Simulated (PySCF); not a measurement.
Gas-phase reaction: 4 CH3 = C4H8 (isobutene) + 4 H

Method: PySCF energies (xtb for GFN2) plus ideal-gas RRHO corrections (1 bar). 'Table' is the NASA 1993 thermochemical table (part measured, part estimated). † marks an energy on the PBE0/def2-TZVP geometry and frequencies; other levels use their own. MP2 freezes the core. 6-31G* has spherical d functions here. Open shells (unrestricted): CH3 (multiplicity 2), H (multiplicity 2); the rest are closed-shell singlets. GFN2 has no spin-polarisation term. B3LYP is the form with VWN-RPA correlation. MP2 isn't extrapolated to the basis-set limit.

Levels: a) HF/6-31G*; b) MP2/def2-SVP†; c) B3LYP/6-31G*; d) PBE0/def2-QZVP†; e) GFN2-xTB.

Question: Order the levels by the distance of their ΔH°(298 K) from the table for this reaction, closest first.

Answer: d (-1 kJ), c (+31 kJ), a (+55 kJ), b (-94 kJ), e (-127 kJ)

The table gives 267 kJ. The order holds for this reaction alone, and for the 1993 entries, some of which have been revised since.
